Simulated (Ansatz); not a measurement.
Basis-set extrapolation for C$_{2}$H$_{8}$N$_{2}$, SMILES `CCNN` (PBE0-D4/def2-TZVP geometry, frozen core, Ansatz 0.2.0). Multiplicity 1, RHF reference.

|  | def2-TZVPP | def2-QZVPP |
| --- | --- | --- |
| HF | -189.322279 | -189.331718 |
| MP2 correlation | -0.784545 | -0.837519 |
| CCSD(T) correlation | -0.854971 | not run |

Energies in hartree. Use E(X) = E(∞) + A·exp(−7.88·√X) for Hartree–Fock and E(X) = E(∞) + B·X^(−2.97) for correlation, with X = 3 and 4, and add CCSD(T) minus MP2 of the smaller set to the MP2 limit.

Q: What is the CCSD(T) energy at the basis-set limit?

A: HF limit: -189.331718 + (-0.009439) × 0.13774 = -189.33302. MP2 limit: -0.837519 + (-0.052974) × 0.74074 = -0.87676. Higher-order term: -0.854971 − (-0.784545) = -0.07043. Total: -190.28021 hartree, 270.3 kJ/mol below CCSD(T)/def2-TZVPP.
